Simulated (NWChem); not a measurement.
# triplet C3H6O at 4 levels

Wanted: a comparison of 4 runs (UHF/STO-3G, UHF/3-21G, UB3LYP/6-31G*) of triplet C3H6O. 

Program for the calculation: NWChem 7.3.0.

26 further runs of the same task are left out: 26 set aside as unsound or not needed.

## 1. The structure to begin with

C3H6O: 10 atoms, total charge 0, spin state triplet. As SMILES of the parent species, `C=CCO`. Geometry: relaxed at PBE0-D4/def2-TZVP. That shape belongs to the parent species and isn't relaxed for this state.

Bond lengths: C1–C2 1.326 Å, C2–C3 1.492 Å, C3–O4 1.415 Å, C1–H5 1.086 Å, C1–H6 1.084 Å, C2–H7 1.088 Å, C3–H8 1.099 Å, C3–H9 1.094 Å, O4–H10 0.961 Å. Some angles: C1–C2–C3 124.1°, C2–C3–O4 112.1°, C1–C2–H7 120.2°, C3–C2–H7 115.7°, C2–C1–H5 121.2°, C2–C1–H6 121.9°, C2–C3–H8 109.9°, C2–C3–H9 110.3°, O4–C3–H8 111.5°, O4–C3–H9 105.3°.

## 2. The energy at UHF/STO-3G (run 1)

run.py

```python
from ase import Atoms
from ase.calculators.nwchem import NWChem

mol = Atoms(['C', 'C', 'C', 'O', 'H', 'H', 'H', 'H', 'H', 'H'], positions=[
    [-1.094380, 0.947500, 0.566230],
    [0.141810, 0.497060, 0.404200],
    [0.475240, -0.869750, -0.092820],
    [1.288940, -0.832690, -1.250210],
    [-1.954550, 0.320230, 0.350790],
    [-1.295520, 1.949720, 0.926710],
    [0.991940, 1.141760, 0.617410],
    [-0.447940, -1.439200, -0.267630],
    [1.060330, -1.413160, 0.654980],
    [0.834130, -0.301460, -1.909630],
])

calc = NWChem(
    label='c3h6o',
    theory='scf',
    memory='2200 mb',
    basis='STO-3G',
    basispar='spherical bse',
    scf={'nopen': '2', 'uhf': None, 'thresh': '1e-08', 'maxiter': '80'},
    task='energy',
)
mol.calc = calc

print("Total energy (eV):", round(mol.get_potential_energy(), 6))
```

Run with:

```sh
$ export ASE_NWCHEM_COMMAND="nwchem PREFIX.nwi > PREFIX.nwo"
$ python run.py
```

The log of the run:

```text
Total energy (eV): -5152.480751
```

The calculator wrote c3h6o.nwi:

```
title "c3h6o"

permanent_dir c3h6o

scratch_dir c3h6o

start c3h6o

geometry units angstrom nocenter noautosym noautoz
  C  -1.0943799999999999e+00 9.4750000000000001e-01 5.6623000000000001e-01
  C  1.4180999999999999e-01 4.9706000000000000e-01 4.0420000000000000e-01
  C  4.7524000000000000e-01 -8.6975000000000002e-01 -9.2820000000000000e-02
  O  1.2889400000000000e+00 -8.3269000000000004e-01 -1.2502100000000000e+00
  H  -1.9545500000000000e+00 3.2023000000000001e-01 3.5078999999999999e-01
  H  -1.2955200000000000e+00 1.9497199999999999e+00 9.2671000000000003e-01
  H  9.9194000000000004e-01 1.1417600000000001e+00 6.1741000000000001e-01
  H  -4.4794000000000000e-01 -1.4392000000000000e+00 -2.6762999999999998e-01
  H  1.0603300000000000e+00 -1.4131600000000000e+00 6.5498000000000001e-01
  H  8.3413000000000004e-01 -3.0146000000000001e-01 -1.9096299999999999e+00
end

memory 2200 mb

basis spherical bse noprint
   * library STO-3G
end

scf
  nopen 2
  uhf
  thresh 1e-08
  maxiter 80
end

task scf energy
```

c3h6o.nwo:

```text
Northwest Computational Chemistry Package (NWChem) 7.3.0
             --------------------------------------------------------

           Job information
           ---------------

    nwchem branch   = 7.3.0
    use scalapack   = T
    input           = c3h6o.nwi
    prefix          = c3h6o.
    data base       = c3h6o/c3h6o.db
    status          = startup
    nproc           =        1

           Memory information
           ------------------

    heap     =     72089598 doubles =      550.0 Mbytes
    stack    =     72089595 doubles =      550.0 Mbytes
    global   =    144179200 doubles =     1100.0 Mbytes (distinct from heap & stack)
    total    =    288358393 doubles =     2200.0 Mbytes
    verify   = yes
    hardfail = no

           Directory information
           ---------------------

  0 permanent = c3h6o
  0 scratch   = c3h6o

                                NWChem Input Module
                                -------------------

                                       c3h6o
                                       -----

[... 25 lines left out ...]
            Nuclear Dipole moment (a.u.)
[... 87 lines left out ...]
 1-e energy   =    -491.117450
[... 7 lines left out ...]
         Quadratically convergent UHF
[... 14 lines left out ...]
       Final UHF  results
[... 3 lines left out ...]
      One electron energy =   -490.952385505307
[... 1 line left out ...]
 Nuclear repulsion energy =    117.210430143539
[... 38 lines left out ...]
          Final beta eigenvalues
[... 200 lines left out ...]
                     UHF Final Beta Molecular Orbital Analysis
[... 212 lines left out ...]
   Mulliken analysis of the beta density
   -------------------------------------

    Atom       Charge   Shell Charges
 -----------   ------   -------------------------------------------------------
    1 C    6     2.46   1.00  0.52  0.94
    2 C    6     2.46   1.00  0.52  0.94
    3 C    6     3.08   1.00  0.60  1.48
[... 6 lines of this table left out ...]
   10 H    1     0.41   0.41

   Mulliken analysis of the spin density
   -------------------------------------

    Atom       Charge   Shell Charges
 -----------   ------   -------------------------------------------------------
    1 C    6     1.19   0.00  0.11  1.08
    2 C    6     1.14   0.00  0.11  1.03
    3 C    6    -0.16  -0.00 -0.03 -0.12
[... 6 lines of this table left out ...]
   10 H    1    -0.00  -0.00

       Multipole analysis of the density wrt the origin
       ------------------------------------------------

     L   x y z        total         alpha         beta         nuclear
     -   - - -        -----         -----         ----         -------
     0   0 0 0     -0.000000    -17.000000    -15.000000     32.000000

     1   1 0 0     -0.506724     -5.685684     -7.361129     12.540089
[... 8 lines of this table left out ...]
     2   0 0 2    -16.647949    -48.071947    -43.461969     74.885967

 Task  times  cpu:        4.1s     wall:        4.1s
 Total times  cpu:        4.2s     wall:        4.2s
```

It took 5.7 s on 1 thread of Intel Xeon Platinum 8259CL at 2.50GHz (Skylake/Cascade Lake), shared host; peak memory 0.099 GiB.

## 3. The energy at UHF/3-21G (run 2)

nw.nw

```
START nw
TITLE "C3H6O energy"
memory 2200 mb
charge 0
GEOMETRY units angstrom noautosym nocenter noautoz
 C    -1.094380    0.947500    0.566230
 C     0.141810    0.497060    0.404200
 C     0.475240   -0.869750   -0.092820
 O     1.288940   -0.832690   -1.250210
 H    -1.954550    0.320230    0.350790
 H    -1.295520    1.949720    0.926710
 H     0.991940    1.141760    0.617410
 H    -0.447940   -1.439200   -0.267630
 H     1.060330   -1.413160    0.654980
 H     0.834130   -0.301460   -1.909630
END
BASIS spherical bse
 C library 3-21G
 O library 3-21G
 H library 3-21G
END
SCF
 triplet
 uhf
 thresh 1e-08
 maxiter 80
END
TASK scf energy
```

Run with:

```sh
$ nwchem nw.nw > nw.out
```

The log of the run:

```text
[...]
  functions       =    48
[...]
  wavefunction    = UHF
[...]
         Total SCF energy =   -190.717830199919
      One electron energy =   -491.029881553347
      Two electron energy =    183.101621209889
 Nuclear repulsion energy =    117.210430143539
                       Sz =      1.0000
                 Sz(Sz+1) =      2.0000
                      S^2 =      2.0209
[...]
```

Run time: 3.9 s. Hardware: 1 thread of Intel Xeon Platinum 8259CL at 2.50GHz (Skylake/Cascade Lake), shared host; peak memory 0.099 GiB.

## 4. The energy at UB3LYP/6-31G(d) (spherical functions) (run 3)

work.nw

```
start work
title "C3H6O energy"
memory 2200 mb
charge 0

geometry noautosym nocenter noautoz
 C     -1.094380     0.947500     0.566230
 C      0.141810     0.497060     0.404200
 C      0.475240    -0.869750    -0.092820
 O      1.288940    -0.832690    -1.250210
 H     -1.954550     0.320230     0.350790
 H     -1.295520     1.949720     0.926710
 H      0.991940     1.141760     0.617410
 H     -0.447940    -1.439200    -0.267630
 H      1.060330    -1.413160     0.654980
 H      0.834130    -0.301460    -1.909630
end

basis spherical bse
 * library 6-31G*
end

dft
 xc b3lyp
 mult 3
 grid xfine
 convergence energy 1e-08
 maxiter 100
 mulliken
end

task dft energy
```

Run with:

```sh
$ nwchem work.nw > work.out
```

The log of the run:

```text
[...]
          Wavefunction type:  spin polarized.
          No. of atoms     :    10
          No. of electrons :    32
[...]
          Charge           :     0
          Spin multiplicity:     3
[...]
          AO basis - number of functions:    68
[...]
              XC Information
              --------------
                         B3LYP Method XC Potential
                     Hartree-Fock (Exact) Exchange  0.200
                        Slater Exchange Functional  0.800 local
                    Becke 1988 Exchange Functional  0.720 non-local
              Lee-Yang-Parr Correlation Functional  0.810
                  VWN I RPA Correlation Functional  0.190 local
[...]
 d= 0,ls=0.0,diis     1   -192.8684672081 -3.10D+02  8.02D-03  1.33D-01     7.2
[...]
 d= 0,ls=0.0,diis    12   -192.9404010522 -4.71D-09  3.34D-07  1.87D-10    84.8
[...]
         Total DFT energy =     -192.940401052178
      One electron energy =     -492.963036076049
           Coulomb energy =      210.014333392441
    Exchange-Corr. energy =      -27.202128512109
 Nuclear repulsion energy =      117.210430143539
[...]
      Total Density - Mulliken Population Analysis
     ---------------------------------------------
    Atom       Charge   Shell Charges
 -----------   ------   -------------------------------------------------------
    1 C    6     6.33   2.00  0.69  2.08  0.58  0.95  0.03
    2 C    6     6.11   2.00  0.69  2.08  0.50  0.80  0.04
    3 C    6     6.05   2.00  0.68  2.06  0.51  0.74  0.07
    4 O    8     8.61   2.00  0.91  2.92  0.96  1.79  0.03
    5 H    1     0.86   0.53  0.33
    6 H    1     0.85   0.53  0.33
    7 H    1     0.86   0.53  0.33
    8 H    1     0.88   0.54  0.34
    9 H    1     0.85   0.53  0.31
   10 H    1     0.61   0.48  0.13
[...]
      <S2> =      2.0066 (Exact =     2.0000)
[...]
```

Run time: 86 s. Hardware: 1 thread of Intel Xeon Platinum 8259CL at 2.50GHz (Skylake/Cascade Lake), shared host; peak memory 0.14 GiB.

## 5. A single-point energy at UB3LYP/6-31G(d) (Cartesian functions) (run 4)

struct.xyz

```xyz
10
C3H6O
C     -1.094380     0.947500     0.566230
C      0.141810     0.497060     0.404200
C      0.475240    -0.869750    -0.092820
O      1.288940    -0.832690    -1.250210
H     -1.954550     0.320230     0.350790
H     -1.295520     1.949720     0.926710
H      0.991940     1.141760     0.617410
H     -0.447940    -1.439200    -0.267630
H      1.060330    -1.413160     0.654980
H      0.834130    -0.301460    -1.909630
```

struct.nw

```
start struct
title "C3H6O"
memory total 2200 mb
charge 0
geometry noautosym nocenter noautoz
  load struct.xyz
end
basis
  C library 6-31G*
  O library 6-31G*
  H library 6-31G*
end
dft
  xc b3lyp
  mult 3
  grid xfine
  convergence energy 1e-08
  iterations 100
  mulliken
end
task dft energy
```

Run with:

```sh
$ nwchem struct.nw > struct.out
```

The log of the run:

```text
[...]
          Wavefunction type:  spin polarized.
          No. of atoms     :    10
          No. of electrons :    32
[...]
          Charge           :     0
          Spin multiplicity:     3
[...]
          AO basis - number of functions:    72
[...]
              XC Information
              --------------
                         B3LYP Method XC Potential
                     Hartree-Fock (Exact) Exchange  0.200
                        Slater Exchange Functional  0.800 local
                    Becke 1988 Exchange Functional  0.720 non-local
              Lee-Yang-Parr Correlation Functional  0.810
                  VWN I RPA Correlation Functional  0.190 local
[...]
 d= 0,ls=0.0,diis     1   -192.8703757347 -3.10D+02  7.99D-03  1.61D-01     8.6
[...]
 d= 0,ls=0.0,diis    12   -192.9441660807 -5.20D-09  3.33D-07  2.42D-10    94.8
[...]
         Total DFT energy =     -192.944166080677
      One electron energy =     -492.927777252141
           Coulomb energy =      209.940982900700
    Exchange-Corr. energy =      -27.167801872775
 Nuclear repulsion energy =      117.210430143539
[...]
      Total Density - Mulliken Population Analysis
     ---------------------------------------------
    Atom       Charge   Shell Charges
 -----------   ------   -------------------------------------------------------
    1 C    6     6.33   1.99  0.70  2.08  0.59  0.94  0.02
    2 C    6     6.11   1.99  0.71  2.08  0.52  0.79  0.01
    3 C    6     6.07   1.99  0.69  2.06  0.53  0.74  0.05
    4 O    8     8.59   1.99  0.91  2.92  0.96  1.78  0.03
    5 H    1     0.86   0.53  0.33
    6 H    1     0.85   0.53  0.32
    7 H    1     0.86   0.53  0.33
    8 H    1     0.88   0.54  0.34
    9 H    1     0.84   0.53  0.31
   10 H    1     0.62   0.48  0.14
[...]
      <S2> =      2.0066 (Exact =     2.0000)
[...]
```

It took 96 s on 1 thread of Intel Xeon Platinum 8259CL at 2.50GHz (Skylake/Cascade Lake), shared host; peak memory 0.14 GiB.

## 6. Overview of the runs

| run | level | iteration cap | module | energy (Eh) | dipole moment (D) | HOMO energy (eV) | ⟨S²⟩ | wall time |
| --- | --- | --- | --- | --- | --- | --- | --- | --- |
| 1 | UHF/STO-3G | 80 | scf | -189.350177 | 1.51 | -5.34 | 2.023 | 5.7 s |
| 2 | UHF/3-21G | 80 | scf | -190.717830 | 2.08 | -6.66 | 2.021 | 3.9 s |
| 3 | UB3LYP/6-31G* (spherical functions) | 100 | dft | -192.940401 | 1.52 | -2.76 | 2.007 | 86 s |
| 4 | UB3LYP/6-31G* (Cartesian functions) | 100 | dft | -192.944166 | 1.53 | -2.77 | 2.007 | 96 s |

## 7. Results

| quantity | value |
| --- | --- |
| run 4: total energy | -192.94417 Eh |
| run 4: dipole moment | 1.53 D |
| run 4: HOMO energy (highest over α and β) | -2.77 eV |
| run 4: ⟨S²⟩ | 2.007 |

What this shows: The dipole moment (its size) runs from 1.51 D (UHF/STO-3G) to 2.08 D (UHF/3-21G). In run 1 the basis is minimal, so the values are rough. All runs together took 3.2 min, the longest 96 s.
